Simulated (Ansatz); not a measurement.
A calculation with Ansatz (development build ahead of 0.2.0).

```yaml
crystal:
  periodic: [false, false, false]
  atoms:
    - { symbol: Mg, position_ang: [0.0, 0.0, -0.75499] }
    - { symbol: O, position_ang: [0.0, 0.0, 1.13249] }
basis:
  gaussian: { orbitals: cc-pVDZ }
hamiltonian:
  xc: hf
correlation:
  method: mp2
  frozen_orbitals: { Mg: 1, O: 1 }
```

The input is written out in the form of the current development build from the run's settings.

Output:

* Converged: yes
* Reference energy: -274.33601 hartree
* Correlation energy: -0.26388 hartree
* Total energy: -274.59988 hartree
* Spin squared of the determinant: 0.000

Caution: in another basis set an unrestricted determinant lies well below.
